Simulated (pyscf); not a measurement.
H₃C–ZnH + hydrogen (H₂) -> methane (CH₄) + ZnH₂ (four-centre exchange; singlet surface; C–Zn, H–H broken, C–H, H–Zn formed). Single points on ωB97X-D3(BJ)/def2-SVP structures (PySCF, gas phase). Rate constants from transition-state theory, ωB97M-D3(BJ)/def2-TZVP energies (ideal gas, 1 atm, RRHO with modes under 100 cm⁻¹ raised to 100, one conformer, R ln 2 for chiral ones without a mode under 150 cm⁻¹; no tunnelling), k in cm³ molecule⁻¹ s⁻¹.

```csv
T (K),1000/T,log10 k
298,3.354,-41.95
600,1.667,-26.37
900,1.111,-21.14
1200,0.833,?
```

**Question.** Fit an Arrhenius line to the three values, give the activation energy, and predict k at 1200 K.

**Answer.** Least squares gives log10 k = -10.88 − 9.27 × 1000/T, so Ea = 9.27 × ln 10 × 1.987 = 42.4 kcal/mol, against an electronic barrier of 40.8. At 1200 K the line gives -18.61; the computed value is -18.45 (ΔG‡ = 71.7 kcal/mol), a factor 1.4 over the line, since the plot is curved. At the saddle there is also a short H–Zn contact that neither side keeps. One saddle was located; it need not be the lowest between these sides. Elements up to Kr have no core potential and no relativistic terms here.
